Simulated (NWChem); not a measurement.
**UPBE0/6-31++G(d,p) (spherical functions) run of BNH3O (SMILES N[B]O)**

Aim: the vertical ionisation energy of BNH3O at UPBE0/6-31++G** (spherical functions), from 2 runs. 

The calculation is run with NWChem 7.3.0.

## Step 1: The structure to begin with

The species is BNH3O (6 atoms), meant as a doublet with charge 0. SMILES: `N[B]O`. The coordinates come from a PBE0-D4/def2-TZVP relaxation. This is one conformer, not always the lowest.

Bond lengths: N1–B2 1.390 Å, B2–O3 1.359 Å, N1–H4 1.002 Å, N1–H5 1.010 Å, O3–H6 0.958 Å. Angles: N1–B2–O3 122.6°, B2–N1–H4 122.8°, B2–N1–H5 122.6°, B2–O3–H6 113.3°, H4–N1–H5 114.6°.

## Step 2: A single-point energy at UPBE0/6-31++G(d,p) (spherical functions)

File bh3no.nw:

```
start bh3no
title "BH3NO PBE0"
memory 2200 mb

geometry noautosym nocenter noautoz
N    -0.781300    0.184600   -0.560400
B     0.032600   -0.490400    0.341500
O     1.270200   -0.047100    0.684600
H    -1.694900   -0.139800   -0.815500
H    -0.498900    1.042700   -1.012000
H     1.714300   -0.614000    1.315700
end

basis spherical bse
* library 6-31++G**
end

dft
xc pbe0
mult 2
grid fine
convergence energy 1e-08
maxiter 100
mulliken
noprint "final vectors analysis"
end

task dft energy
```

On the command line:

```
$ nwchem bh3no.nw > bh3no.out
```

Log:

```text
[...]
          Wavefunction type:  spin polarized.
          No. of atoms     :     6
          No. of electrons :    23
[...]
          Charge           :     0
          Spin multiplicity:     2
[...]
          AO basis - number of functions:    72
[...]
              XC Information
              --------------
                         PBE0 Method XC Functional
                     Hartree-Fock (Exact) Exchange  0.250
          PerdewBurkeErnzerhof Exchange Functional  0.750
            Perdew 1991 LDA Correlation Functional  1.000 local
           PerdewBurkeErnz. Correlation Functional  1.000 non-local
[...]
 d= 0,ls=0.0,diis     1   -156.4077950928 -2.18D+02  8.31D-03  1.49D-01     1.0
[...]
 d= 0,ls=0.0,diis    11   -156.4826717068 -7.82D-09  2.19D-07  3.51D-10     8.6
[...]
         Total DFT energy =     -156.482671706812
      One electron energy =     -334.317357779234
           Coulomb energy =      136.927945424700
    Exchange-Corr. energy =      -20.531723857145
 Nuclear repulsion energy =       61.438464504867
[...]
      Total Density - Mulliken Population Analysis
     ---------------------------------------------
    Atom       Charge   Shell Charges
 -----------   ------   -------------------------------------------------------
    1 N    7     7.86   2.00  0.76  2.54  0.79  1.54  0.01  0.21  0.01
    2 B    5     4.52   2.00  0.54  1.35  0.22  0.19  0.06  0.04  0.11
    3 O    8     8.65   2.00  0.90  2.94  0.91  1.67  0.06  0.16  0.02
    4 H    1     0.66   0.51  0.14 -0.02  0.03
    5 H    1     0.71   0.50  0.15  0.03  0.03
    6 H    1     0.60   0.49  0.09 -0.01  0.04
[...]
      <S2> =      0.7526 (Exact =     0.7500)
[...]
```

It took 9.3 s on 1 thread of Intel Xeon 6975P-C (Granite Rapids), shared host; peak memory 0.11 GiB.

## Step 3: The singlet cation at the same level

File mymol.nw:

```
start mymol
title "BH3NO PBE0"
memory total 2200 mb
charge 1
geometry units au noautosym nocenter noautoz
  N  -1.47644302  0.34884344 -1.05900252
  B   0.06160507 -0.92672169  0.64534147
  O   2.40033012 -0.08900610  1.29370650
  H  -3.20289681 -0.26418371 -1.54107165
  H  -0.94278436  1.97041743 -1.91240284
  H   3.23955750 -1.16029184  2.48631266
end
basis "ao basis" spherical bse
  * library 6-31++G**
end
dft
  xc pbe0
  grid fine
  convergence energy 1e-08
  maxiter 100
  mulliken
  print low
end
task dft energy
```

On the command line:

```
$ nwchem mymol.nw > mymol.out
```

Log:

```text
[...]
 d= 0,ls=0.0,diis     1   -155.9035508213 -2.17D+02  2.77D-02  2.75D+00     0.7
[...]
 d= 0,ls=0.0,diis    10   -156.1823819433 -5.14D-09  5.59D-07  5.08D-09     5.2
         Total DFT energy =     -156.182381943269
      One electron energy =     -327.869394591736
           Coulomb energy =      130.448351837266
    Exchange-Corr. energy =      -20.199799314229
 Nuclear repulsion energy =       61.438460125430
[...]
      Total Density - Mulliken Population Analysis
     ---------------------------------------------
    Atom       Charge   Shell Charges
 -----------   ------   -------------------------------------------------------
    1 N    7     7.72   2.00  0.75  2.55  0.80  1.50  0.00  0.11  0.01
    2 B    5     4.07   2.00  0.58  1.25  0.06  0.08 -0.02  0.02  0.11
    3 O    8     8.43   2.00  0.92  2.90  0.90  1.59  0.03  0.07  0.02
    4 H    1     0.61   0.49  0.09 -0.00  0.03
    5 H    1     0.58   0.48  0.08 -0.01  0.03
    6 H    1     0.58   0.47  0.06  0.01  0.04
[...]
```

It took 5.7 s on 1 thread of Intel Xeon 6975P-C (Granite Rapids), shared host; peak memory 0.11 GiB.

## Step 4: Results

Level: UPBE0/6-31++G** (spherical functions).

| quantity | value |
| --- | --- |
| doublet BNH3O: total energy | -156.48267 Eh |
| doublet BNH3O: dipole moment | 0.48 D |
| doublet BNH3O: ⟨S²⟩ | 0.753 |
| singlet cation: total energy | -156.18238 Eh |
| vertical ionisation energy (to the singlet cation) | 8.171 eV |

**Reading.** The vertical ionisation energy comes to 8.17 eV (188 kcal/mol). Only the singlet of the ionised species was computed; a triplet could lie lower. Mulliken charges (doublet BNH3O) run from -0.86 on N1 to +0.48 on B2; in a basis this large or diffuse they mean little. Mulliken charges (singlet cation) run from -0.72 on N1 to +0.93 on B2; in a basis this large or diffuse they mean little.
